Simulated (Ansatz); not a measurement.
C₄H₄F₂, SMILES `F[C@@H]1C=C[C@@H]1F` at its PBE0-D4/def2-TZVP geometry, where that method's forces vanish. Total charge 0; spin multiplicity 1.

```xyz
10

F    -1.0499    1.4030    1.0525
C    -0.6384    0.7097   -0.0549
C    -0.8609   -0.7747   -0.0156
C     0.4412   -1.0709   -0.0124
C     0.8827    0.3637   -0.0520
F     1.5503    0.8127    1.0565
H    -1.0063    1.2437   -0.9366
H    -1.7640   -1.3718   -0.0560
H     0.9974   -1.9999   -0.0488
H     1.4481    0.6846   -0.9326
```

What forces (eV/Å) does r2SCAN-D4/def2-TZVPP give on these atoms in Ansatz? (Best estimate.)

Computed: 
```
F1  -0.081  0.183  0.317
C2  -0.071 -0.029 -0.320
C3  -0.239 -0.070  0.024
C4   0.185 -0.167  0.025
C5   0.053 -0.058 -0.319
F6   0.151  0.131  0.318
H7  -0.017  0.020 -0.015
H8  -0.012 -0.008 -0.007
H9   0.007 -0.012 -0.008
H10  0.025  0.011 -0.015
```
